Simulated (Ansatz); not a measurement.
Basis sets compared for Mg₂H (the lowest doublet isomer of a short search). Total charge 0; doublet. Geometry PBE0-D4/def2-TZVP. Ansatz on 4 threads of Arm Neoverse V2 on a shared host; times are rough, and most runs start from earlier orbitals.

```csv
atom,x (Å),y (Å),z (Å)
Mg1,-1.211,-2.275,0.426
Mg2,0.198,0.384,-0.071
H3,1.013,1.890,-0.355
```

The structure comes from a short search, and lower isomers may exist.

Binding counts from free atoms (Mg singlet, H doublet) in the same basis, without a counterpoise term.

```csv
level,functions,energy (Eh),HOMO (eV),LUMO (eV),binding per atom (eV),wall time
HF/STO-3G,19,-394.5910,-0.23,9.51,1.00,0.1 s
HF/def2-TZVP,70,-399.7632,-5.89,0.58,0.45,0.25 s
PBE-D4/def2-SVP,41,-400.3144,-3.46,-2.56,0.66,0.4 s
PBE-D4/def2-TZVP (with forces),70,-400.4560,-3.48,-2.59,0.64,0.55 s
r2SCAN-D4/def2-TZVP,70,-400.6455,-3.70,-2.16,0.72,1.4 s
PBE0-D4/def2-SVP,41,-400.3523,-4.17,-1.93,0.66,0.5 s
PBE0-D4/def2-TZVP,70,-400.4936,-4.18,-1.95,0.64,0.8 s
```

Question: Estimate the rows for PBE-D4/def2-TZVPD, r2SCAN-D4/def2-TZVPD, PBE0-D4/def2-TZVPD.

Answer: 
```tsv
level	functions	energy (Eh)	HOMO (eV)	LUMO (eV)	binding per atom (eV)	wall time
PBE-D4/def2-TZVPD	79	-400.4561	-3.48	-2.60	0.64	0.65 s
r2SCAN-D4/def2-TZVPD	79	-400.6456	-3.70	-2.16	0.72	3 s
PBE0-D4/def2-TZVPD	79	-400.4937	-4.18	-1.96	0.65	0.8 s
```
